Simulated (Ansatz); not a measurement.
# CCSDT/STO-3G run of SiCl2 (SMILES Cl[Si]Cl)

Aim: the energy change on altering one bond length of SiCl2 at CCSDT/STO-3G, from 2 runs. 

The results are computed with Ansatz 0.2.0.

39 further runs of the same task are left out: 4 that didn't finish, 35 set aside as unsound or not needed.

### 1 The structure to begin with

The species is SiCl2 (3 atoms), meant as a singlet with charge 0. As SMILES, `Cl[Si]Cl`. The coordinates come from a GFN2-xTB relaxation.

Bond lengths: Si1–Cl2 2.052 Å, Si1–Cl3 2.052 Å. Angles: Cl2–Si1–Cl3 101.1°.

### 2 The energy at CCSDT/STO-3G

input.yaml reads:

```yaml
basis:
  gaussian: {orbitals: STO-3G}
crystal:
  periodic: [false, false, false]
  atoms:
    - symbol: Si
      position_ang: [0.005140, -0.006950, -0.869340]
    - symbol: Cl
      position_ang: [1.581630, -0.018940, 0.444080]
    - symbol: Cl
      position_ang: [-1.586770, 0.025890, 0.425270]
correlation: {method: ccsdt, frozen_orbitals: {Cl: 5, Si: 5}}
accuracy: high
scf: {omitted_lower_state_checks: [cluster_reference, increment]}
```

The run is started by

```sh
$ ansatz run input.yaml --threads 1 --pin off --max-ram 2610MiB --events-out events.jsonl --progress --plain --runs-dir runs
```

The log of the run (excerpt; [...] marks lines left out):

```text
Warning: RAYON_NUM_THREADS=1 ignored (pool sized by the plan → 1); use --threads N
Functional definition: HF
  name "HF"
[...]
487 factors; integrals over basis functions are off by at most 1.5e-8 eV
[...]
mean field -32513.31441033 eV, -1194.8422662637 hartree, gradient 5.6e-9 eV, S^2 0.000000; 0 other end points of the search recorded, 0 dependent functions left out
15 core orbitals not correlated: weight in the atoms' cores, before any rotation towards them, 1.000 or more for the frozen orbitals, at most 0.000 for the correlated occupied ones
reference -32513.31441033 eV, -1194.8422662637 hartree; 9, 9 occupied and 3, 3 virtual orbitals, 487 factors
second order -1.02661237 eV of doubles, -0.00000000 eV of singles
cycle   1  -1.20574053 eV  change   -1.8e-1 eV  update   7.1e-2
[...]
cycle  21  -1.42681365 eV  change  -6.8e-10 eV  update   2.2e-9
Total energy: -32514.74122399 eV, -1194.8947006983 hartree
Checks for a lower state left out: cluster_reference, increment
```

It took 0.48 s on 1 thread of Arm Neoverse V1, shared host.

### 3 The distorted shape at the same level

job.yaml reads:

```yaml
crystal:
  periodic: [false, false, false]
  atoms:
    - {symbol: Si, position_ang: [0.403139, -0.015160, -1.193010]}
    - {symbol: Cl, position_ang: [1.979629, -0.027150, 0.120410]}
    - {symbol: Cl, position_ang: [-1.586770, 0.025890, 0.425270]}
basis:
  gaussian:
    orbitals: STO-3G
accuracy: high
scf:
  omitted_lower_state_checks: [cluster_reference, increment]
correlation:
  method: ccsdt
  frozen_orbitals: {Cl: 5, Si: 5}
```

The run is started by

```sh
$ ansatz run job.yaml --threads 1 --pin off --max-ram 2610MiB --events-out events.jsonl --progress --plain --runs-dir runs
```

The log of the run (excerpt; [...] marks lines left out):

```text
Warning: RAYON_NUM_THREADS=1 ignored (pool sized by the plan → 1); use --threads N
[... 2 set-up lines as earlier in the session ...]
[...]
473 factors; integrals over basis functions are off by at most 8.2e-9 eV
[...]
mean field -32512.06471352 eV, -1194.7963407528 hartree, gradient 2.1e-8 eV, S^2 0.000000; 1 other end points of the search recorded, 0 dependent functions left out
15 core orbitals not correlated: weight in the atoms' cores, before any rotation towards them, 1.000 or more for the frozen orbitals, at most 0.000 for the correlated occupied ones
reference -32512.06471352 eV, -1194.7963407528 hartree; 9, 9 occupied and 3, 3 virtual orbitals, 473 factors
second order -1.19249324 eV of doubles, -0.00000000 eV of singles
cycle   1  -1.38898308 eV  change   -2.0e-1 eV  update   9.4e-2
[...]
cycle  27  -1.69250236 eV  change   5.0e-11 eV  update   1.2e-9
Total energy: -32513.75721587 eV, -1194.8585390672 hartree
Checks for a lower state left out: cluster_reference, increment
```

It took 0.52 s on 1 thread of Arm Neoverse V1, shared host.

### 4 Outcome

At CCSDT/STO-3G, 15 core orbitals frozen:

```
                                                           quantity           value
                                          first shape: total energy  -1194.89470 Eh
          first shape: correlation energy (15 core orbitals frozen)       -52.4 mEh
                                         first shape: T1 diagnostic           0.011
                                      distorted shape: total energy  -1194.85854 Eh
      distorted shape: correlation energy (15 core orbitals frozen)       -62.2 mEh
                                     distorted shape: T1 diagnostic           0.017
energy change with the Si1–Cl3 bond stretched from 2.052 to 2.565 Å        0.984 eV
```

In words: With the Si1–Cl3 bond stretched from 2.052 to 2.565 Å the energy rises by 0.98 eV (22.7 kcal/mol). The first shape isn't relaxed at this level, so the change isn't measured from a minimum. The minimal basis adds a large error of its own.
